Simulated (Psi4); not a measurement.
**UB3LYP/6-31G(d) (Cartesian functions) run of SiNH4 (SMILES [NH][SiH3])**

What is the vertical doublet–quartet gap of SiNH4 at UB3LYP/6-31G* (Cartesian functions)? 

The calculation is run with Psi4 1.11.

1 further run of the same task is left out (set aside as unsound or not needed).

## 1. Starting point

SiNH4 has 6 atoms, charge 0, and is taken as a doublet. As SMILES, `[NH][SiH3]`. The shape is that of a PBE0-D4/def2-TZVP optimisation.

Bond lengths: N1–Si2 1.753 Å, N1–H3 1.023 Å, Si2–H4 1.491 Å, Si2–H5 1.491 Å, Si2–H6 1.481 Å. Angles: N1–Si2–H4 110.8°, N1–Si2–H5 109.1°, N1–Si2–H6 109.3°, Si2–N1–H3 111.9°, H4–Si2–H5 108.6°, H4–Si2–H6 109.5°, H5–Si2–H6 109.5°.

## 2. Energy and gradient at UB3LYP/6-31G(d) (Cartesian functions)

The input, input.in:

```
memory 1600 mb

molecule geom {
  0 2
  N
  Si 1 R2
  H 1 R3 2 A3
  H 2 R4 1 A4 3 D4
  H 2 R5 4 A5 1 D5
  H 2 R6 4 A6 5 D6

  R2 = 1.752625
  R3 = 1.022911
  A3 = 111.89876
  R4 = 1.491108
  A4 = 110.76314
  D4 = 54.98538
  R5 = 1.491394
  A5 = 108.64961
  D5 = 119.7997
  R6 = 1.481361
  A6 = 109.53092
  D6 = 119.61475
  symmetry c1
  no_reorient
  no_com
}

set {
  reference            uks
  puream               false
  e_convergence        1e-09
  d_convergence        1e-08
  scf_type             pk
  dft_radial_points    99
  dft_spherical_points 590
  maxiter              200
}

e, wfn = gradient('b3lyp/6-31G*', return_wfn=True)
oeprop(wfn, 'MULLIKEN_CHARGES', 'WIBERG_LOWDIN_INDICES', 'QUADRUPOLE', title='B3LYP')
print_variables()
```

The run is started by

```sh
$ psi4 -i input.in -o input.out -n 1
```

input.out:

```text
[...]
  Running in c1 symmetry.
[...]
  Nuclear repulsion =   56.674420389990779
[...]
  Multiplicity = 2
[...]
  Nalpha       = 13
  Nbeta        = 12
[...]
    Number of basis functions: 42
[...]
   @UKS iter   1:  -346.38804074343216   -3.60605e-01   1.44844e-02 ADIIS/DIIS
[...]
   @UKS iter  14:  -346.58295183599199   -2.89901e-12   3.62076e-09 DIIS
[...]
   @S^2 Observed:                7.533255930E-01
[...]
  @UKS Final Energy:  -346.58295183599199
   => Energetics <=
    Nuclear Repulsion Energy =             56.6744203899907788
    One-Electron Energy =                -590.2726629496733040
    Two-Electron Energy =                 210.6435461133159208
    DFT Exchange-Correlation Energy =     -23.6282553896254690
    Empirical Dispersion Energy =           0.0000000000000000
    VV10 Nonlocal Energy =                  0.0000000000000000
    Total Energy =                       -346.5829518359920485
[...]
  -Total Gradient:
     Atom            X                  Y                   Z
    ------   -----------------  -----------------  -----------------
       1       -0.000072119031     0.004116840684     0.005705574832
       2        0.000233517053     0.000780076816    -0.004722364150
       3       -0.000005272767    -0.004078404591     0.002063115094
       4        0.000395335247    -0.000418124303    -0.001291775110
       5       -0.000486693323    -0.000299035828    -0.001148124696
       6       -0.000064589605    -0.000100742938    -0.000605205807
[...]
 Multipole Moments:
 ------------------------------------------------------------------------------------
     Multipole            Electronic (a.u.)      Nuclear  (a.u.)        Total (a.u.)
 ------------------------------------------------------------------------------------
 L = 1.  Multiply by 2.5417464519 to convert [e a0] to [Debye]
 Dipole X            :         -0.0260650            0.0228268           -0.0032382
 Dipole Y            :         -0.2473246            0.8208267            0.5735020
 Dipole Z            :         -1.2400930            1.4773552            0.2372623
 Magnitude           :                                                    0.6206516
 L = 2.  Multiply by 1.3450342976 to convert [e a0^2] to [Debye ang]
 Quadrupole XX       :        -26.2783370           10.4796111          -15.7987259
 Quadrupole XY       :          0.0162192            0.0054963            0.0217154
[...]
  Mulliken Charges: (a.u.)
   Center  Symbol    Alpha    Beta     Spin     Total
       1     N     4.27262  3.28600  0.98661 -0.55862
       2    SI     6.74822  6.80038 -0.05216  0.45141
       3     H     0.32638  0.36030 -0.03392  0.31331
       4     H     0.55831  0.51382  0.04449 -0.07214
       5     H     0.56195  0.50512  0.05682 -0.06707
       6     H     0.53253  0.53437 -0.00184 -0.06690
   Total alpha = 13.00000, Total beta = 12.00000, Total charge = -0.00000
  Wiberg Bond Indices using Orthogonal Lowdin Orbitals:
[...]
```

It took 11 s on 1 thread of Intel Xeon 6975P-C (Granite Rapids), shared host; peak memory 0.62 GiB.

## 3. The quartet

The input, job.py:

```python
import psi4

psi4.set_memory(1600000000)
psi4.set_num_threads(1)
psi4.core.set_output_file('run.log', False)

mol = psi4.geometry("""
0 4
N
Si 1 1.752625
H 1 1.022911 2 111.89876
H 2 1.491108 1 110.76314 3 54.98538
H 2 1.491394 4 108.64961 1 119.7997
H 2 1.481361 4 109.53092 5 119.61475
symmetry c1
no_reorient
no_com
""")

psi4.set_options({
    'basis': '6-31G*',
    'reference': 'uks',
    'puream': False,
    'e_convergence': 1e-09,
    'd_convergence': 1e-08,
    'scf_type': 'pk',
    'dft_radial_points': 99,
    'dft_spherical_points': 590,
    'maxiter': 200,
})

result, w = psi4.gradient('b3lyp', return_wfn=True)
psi4.oeprop(w, 'QUADRUPOLE', 'MULLIKEN_CHARGES', 'WIBERG_LOWDIN_INDICES')
print('gradient / Eh bohr^-1')
print(result.np.round(6))
print(f'energy = {w.energy():.10f} Eh')
```

The run is started by

```sh
$ python job.py
```

run.log (excerpt; [...] marks lines left out):

```text
[...]
  Running in c1 symmetry.
[...]
  Nuclear repulsion =   56.674420389990779
[...]
  Multiplicity = 4
[...]
  Nalpha       = 14
  Nbeta        = 11
[...]
    Number of basis functions: 42
[...]
   @UKS iter   1:  -346.20239154130712   -1.74956e-01   1.14358e-02 ADIIS/DIIS
[...]
   @UKS iter  15:  -346.34305906847851   -4.54747e-13   5.85297e-09 DIIS
[...]
   @S^2 Observed:                3.758109564E+00
[...]
  @UKS Final Energy:  -346.34305906847851
   => Energetics <=
    Nuclear Repulsion Energy =             56.6744203899907788
    One-Electron Energy =                -589.0778084918999866
    Two-Electron Energy =                 209.6037776136498110
    DFT Exchange-Correlation Energy =     -23.5434485802191311
    Empirical Dispersion Energy =           0.0000000000000000
    VV10 Nonlocal Energy =                  0.0000000000000000
    Total Energy =                       -346.3430590684785102
[...]
  -Total Gradient:
     Atom            X                  Y                   Z
    ------   -----------------  -----------------  -----------------
       1        0.000077469381     0.009468424109     0.017679254138
       2       -0.000073608647     0.023367477168    -0.079186509797
       3       -0.000506905459    -0.030985337431     0.040738302802
       4        0.004948674673    -0.001643145526     0.009102391535
       5       -0.004488699879    -0.000869932735     0.009443774095
       6        0.000043229624     0.000662957608     0.002224001455
[...]
 Multipole Moments:
 ------------------------------------------------------------------------------------
     Multipole            Electronic (a.u.)      Nuclear  (a.u.)        Total (a.u.)
 ------------------------------------------------------------------------------------
 L = 1.  Multiply by 2.5417464519 to convert [e a0] to [Debye]
[...]
  Mulliken Charges: (a.u.)
   Center  Symbol    Alpha    Beta     Spin     Total
       1     N     4.31942  2.70988  1.60953 -0.02930
       2    SI     7.61175  6.66879  0.94296 -0.28053
       3     H     0.46574  0.29839  0.16735  0.23587
       4     H     0.54918  0.41600  0.13318  0.03482
       5     H     0.54915  0.42105  0.12809  0.02980
       6     H     0.50478  0.48588  0.01889  0.00934
   Total alpha = 14.00000, Total beta = 11.00000, Total charge = -0.00000
  Wiberg Bond Indices using Orthogonal Lowdin Orbitals:
[...]
```

The script printed:

```text
gradient / Eh bohr^-1
[[ 7.7000e-05  9.4680e-03  1.7679e-02]
 [-7.4000e-05  2.3367e-02 -7.9187e-02]
 [-5.0700e-04 -3.0985e-02  4.0738e-02]
 [ 4.9490e-03 -1.6430e-03  9.1020e-03]
 [-4.4890e-03 -8.7000e-04  9.4440e-03]
 [ 4.3000e-05  6.6300e-04  2.2240e-03]]
energy = -346.3430590685 Eh
```

It took 13 s on 1 thread of Intel Xeon 6975P-C (Granite Rapids), shared host; peak memory 0.62 GiB.

## 4. Summary of results

Level: UB3LYP/6-31G* (Cartesian functions).

| quantity | value |
| --- | --- |
| doublet: total energy | -346.58295 Eh |
| doublet: dipole moment | 1.58 D |
| doublet: HOMO energy (highest over α and β) | -7.44 eV |
| doublet: LUMO energy (lowest over α and β) | -3.50 eV |
| doublet: ⟨S²⟩ | 0.753 |
| doublet: largest force on an atom | 0.362 eV/Å |
| quartet: total energy | -346.34306 Eh |
| quartet: dipole moment | 1.86 D |
| quartet: HOMO energy (highest over α and β) | -1.64 eV |
| quartet: ⟨S²⟩ | 3.758 |
| quartet: largest force on an atom | 4.246 eV/Å |
| vertical energy of the quartet above the doublet | 6.528 eV |

What this shows: At this shape the quartet lies 6.53 eV (630 kJ/mol) above the doublet. The largest force (doublet) is 0.36 eV/Å: the shape isn't a stationary point for this species at this level. Mulliken charges (doublet) run from -0.56 on N1 to +0.45 on Si2; they depend strongly on the basis.
